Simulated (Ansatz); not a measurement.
**Which is lower?**

The two ends of one reaction step of CH3NSi, singlet (PBE0-D4/def2-TZVP).

A:

Si1  (-0.329, 0.156, 0.413)
C2  (1.410, -0.671, -1.770)
N3  (0.711, -0.338, -0.891)
H4  (-0.497, 1.622, 0.321)
H5  (-1.621, -0.542, 0.246)
H6  (0.326, -0.228, 1.681)
(Å)

B:

```
6
angstrom
Si -0.4182 0.2058 0.3549
C 0.9013 -0.4435 -0.7648
N 1.7234 -0.8481 -1.4624
H -0.5348 1.6593 0.1082
H -1.6734 -0.5005 0.0189
H 0.0018 -0.0731 1.7452
```

Program: Ansatz 0.2.0. Basis: def2-TZVPP. Cores are frozen in the correlated methods. B3LYP uses VWN-RPA correlation.

(1) Which structure is lower at CCSD(T), and by how much? (An estimate is asked for; the value comes from the calculation.)

(2) Do the other methods give the same order? (A judgement: the text doesn't fix the answer.)

T1 diagnostic: at most 0.016.

Results:

(1) Computed: B, by 0.195 eV (electronic energy, against the other). By their contacts, A is CH₃NSi ([C][N][SiH3]) and B is CH₃NSi ([N][C][SiH3]).

(2) The calculation gives: Not all: HF gives the other order.

| method | E(B) − E(A) (eV) |
| --- | --- |
| SPW92 | -0.257 |
| PBE-D4 | -0.275 |
| BLYP-D4 | -0.200 |
| r2SCAN-D4 | -0.197 |
| B97M-V | -0.110 |
| PBE0-D4 | -0.189 |
| B3LYP-D4 | -0.140 |
| r2SCAN0-D4 | -0.128 |
| BHLYP-D4 | -0.031 |
| CAM-B3LYP-D4 | -0.104 |
| wB97X-V | -0.124 |
| wB97M-V | -0.090 |
| B2PLYP | -0.202 |
| PBE-QIDH | -0.198 |
| RPA on PBE | -0.163 |
| HF | 0.140 |
| MP2 | -0.307 |
| CCSD | -0.164 |
| CCSD(T) | -0.195 |

Labels in which every atom is bracketed show which atoms are joined, not bond orders.

For scale, one of the runs: CCSD(T)/def2-TZVPP, 146 basis functions, launched by `ansatz run in.yaml --threads 2 --pin off --events-out ev --progress --plain --max-ram 4352MiB`. Time: 13 s of wall clock on 2 CPU threads of an Arm Neoverse V1; the host was shared. Peak host memory: 0.85 GiB.
